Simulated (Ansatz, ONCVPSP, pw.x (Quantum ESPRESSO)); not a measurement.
# pw.x on fcc W: one setting changed

Potential: optimised norm-conserving Vanderbilt (ONCV), ONCVPSP 4.0.1.1 (patched build), LDA (Perdew-Wang 92); core [Kr] 4d10 4f14, reference 5s2 5p6 5d4.5 6s1.5; waves: 5s+6s: rc 1.65 bohr, ncon 3, nbas 7, qcut 6 1/bohr, 2 projectors; 5p: rc 1.95 bohr, ncon 5, nbas 9, qcut 5.9 1/bohr, 1 projector; 5d: rc 2.75 bohr, ncon 4, nbas 9, qcut 5.7 1/bohr, 3 projectors, debl 3.2 Ha; f scattering state at 0.09 Ha: rc 2.95 bohr, ncon 4, nbas 7, qcut 3.4 1/bohr, 2 projectors, debl 1 Ha; local part: polynomial inside 1.25 bohr (lpopt 5, dvloc0 4 Ha); core correction: none.

The reference run (k-mesh 14³, cutoffs 45/180 Ry, Fermi–Dirac 0.01 Ry, mixing_beta 0.4, conv_thr 1e-9, no spin) gives -2.95 GPa at 15.687 Å³/atom, where all-electron LAPW gives 0.24 GPa. This run, with its own iteration cap, changes mixing_ndim to 16.

```
&control
  calculation='scf', prefix='x', pseudo_dir='./', outdir='./tmp', tstress=.true., disk_io='none'
/
&system
  ibrav=0, nat=1, ntyp=1, ecutwfc=45, ecutrho=180, nbnd=15,
  occupations='smearing', smearing='fd', degauss=0.01
/
&electrons
  conv_thr=1e-09, mixing_beta=0.4, electron_maxstep=60, mixing_ndim=16
/
ATOMIC_SPECIES
W 1.0 W.UPF
CELL_PARAMETERS angstrom
  0.00000000 1.98687235 1.98687235
  1.98687235 0.00000000 1.98687235
  1.98687235 1.98687235 0.00000000
ATOMIC_POSITIONS crystal
W 0.0000 0.0000 0.0000
K_POINTS automatic
14 14 14 0 0 0
```

```bash
pw.x < W.scf.in > W.scf.out
```

Question: How does the run end?

Answer: It converges in 8 iterations; the free energy moves by +0.0 meV/atom and the pressure by +0.00 GPa. The result is that of the reference run.

```
Message from routine setup:
     using ibrav=0 with symmetry is DISCOURAGED, use correct ibrav instead
     lattice parameter (alat)  =       5.3099  a.u.
     unit-cell volume          =     105.8611 (a.u.)^3
     number of electrons       =        14.00
     number of Kohn-Sham states=           15
     kinetic-energy cutoff     =      45.0000  Ry
     charge density cutoff     =     180.0000  Ry
     scf convergence threshold =      1.0E-09
     Exchange-correlation= SLA  PW   NOGX NOGC
     number of k points=   104  Fermi-Dirac smearing, width (Ry)=  0.0100
     iteration #  1     ecut=    45.00 Ry     beta= 0.40
     total energy              =    -137.30644303 Ry
     estimated scf accuracy    <       0.05954986 Ry
     iteration #  2     ecut=    45.00 Ry     beta= 0.40
     total energy              =    -137.30541299 Ry
     estimated scf accuracy    <       0.00971091 Ry
     iteration #  3     ecut=    45.00 Ry     beta= 0.40
     total energy              =    -137.30649079 Ry
     estimated scf accuracy    <       0.00040703 Ry
     iteration #  4     ecut=    45.00 Ry     beta= 0.40
     total energy              =    -137.30652571 Ry
     estimated scf accuracy    <       0.00000834 Ry
     iteration #  5     ecut=    45.00 Ry     beta= 0.40
     total energy              =    -137.30652791 Ry
     estimated scf accuracy    <       0.00000033 Ry
     iteration #  6     ecut=    45.00 Ry     beta= 0.40
     total energy              =    -137.30652794 Ry
     estimated scf accuracy    <       0.00000002 Ry
     iteration #  7     ecut=    45.00 Ry     beta= 0.40
     total energy              =    -137.30652795 Ry
     estimated scf accuracy    <          1.9E-09 Ry
     iteration #  8     ecut=    45.00 Ry     beta= 0.40
     the Fermi energy is    21.8935 ev
!    total energy              =    -137.30652795 Ry
     estimated scf accuracy    <          7.0E-11 Ry
     smearing contrib. (-TS)   =      -0.00505958 Ry
     The total energy is F=E-TS. E is the sum of the following terms:
     one-electron contribution =     -18.72738451 Ry
     hartree contribution      =      16.25379630 Ry
     xc contribution           =     -15.15836866 Ry
     ewald contribution        =    -119.66951150 Ry
     convergence has been achieved in   8 iterations
          total   stress  (Ry/bohr**3)                   (kbar)     P=      -29.52
     Message from routine punch:
     Nothing written, as per user request (disk_io='none')
```

The run took about 10 s on one core of a shared host (Intel(R) Xeon(R) Platinum 8488C, 96 threads, 744 GiB, load 38).
